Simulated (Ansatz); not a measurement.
# AlNH₂ (triplet): wave-function methods side by side, cc-pVTZ

The task here is to estimate one member of a computed series from the others.

The runs use Ansatz 0.2.0, Gaussian basis; cc-pVTZ, core rule «outside noble gas», up to 6 orbitals frozen.

The runs, in order: UHF; CCSD(T) on ROHF; CCSD(T) on UHF; BCCD(T) on ROHF; CCSDT(Q) on ROHF; CCSDT(Q) on UHF.

4 further runs of the same task are left out: 4 for a known fault of the program.

## What is computed

The geometry is a PBE0/def2-TZVP stationary point (not a proven minimum) of the parent state, kept for this charge and spin.

4 atoms, charge 0, spin multiplicity 3.

Atoms are counted from 1 here; the program's logs count them from 0.

Bond lengths: Al1–N2 1.614 Å, Al1–H3 1.559 Å, N2–H4 0.997 Å. Angles: N2–Al1–H3 173.6°, Al1–N2–H4 169.2°.

The first run:

Input file in.yaml:

```yaml
crystal:
  periodic: [false, false, false]
  atoms:
    - {symbol: Al, position_ang: [0.000000, -0.021076, 0.664322]}
    - {symbol: N, position_ang: [0.000000, 0.038158, -0.948564]}
    - {symbol: H, position_ang: [0.000000, 0.096278, 2.218682]}
    - {symbol: H, position_ang: [0.000000, -0.113360, -1.934441]}
basis:
  gaussian: {orbitals: cc-pVTZ}
magnetization: {spin_polarized: true, initial_magnetization: 2}
hamiltonian: {xc: hf}
output: {orbitals: {seedname: orbitals}}
```

Command:

```bash
$ ansatz run in.yaml --threads 1 --pin off --events-out ev --progress --plain --max-ram 3968MiB --backend cpu
```

Steps of the session up to this table: UHF; CCSD(T) on ROHF; CCSD(T) on UHF; BCCD(T) on ROHF; CCSDT(Q) on ROHF; CCSDT(Q) on UHF.

One of the session's tables, all rows but one given; the rest of the session is left out.

| method | from UCCSDT(Q) (meV) |
| --- | --- |
| ROHF | +7409.6 |
| UHF | +7257.6 |
| RMP2 | +995.3 |
| UMP2 | +1002.7 |
| RCCSD | +290.4 |
| UCCSD | +286.4 |
| RCCSD(T) | +55.9 |
| UCCSD(T) | +55.4 |
| BCCD(T) | +55.0 |
| RCCSDT | ? |
| UCCSDT | +16.2 |
| RCCSDT(Q) | +1.3 |
| UCCSDT(Q) | 0 |

Estimate the missing values for RCCSDT.

**Answer.** from UCCSDT(Q) (meV): +17.0. In the column «from UCCSDT(Q) (meV)» it lies between UCCSDT (+16.2) and BCCD(T) (+55.0).

To keep in mind: Restricted and unrestricted rows rest on different reference determinants; where their highest levels disagree by more than a few hundredths of an eV, they describe different states and don't form one ladder.
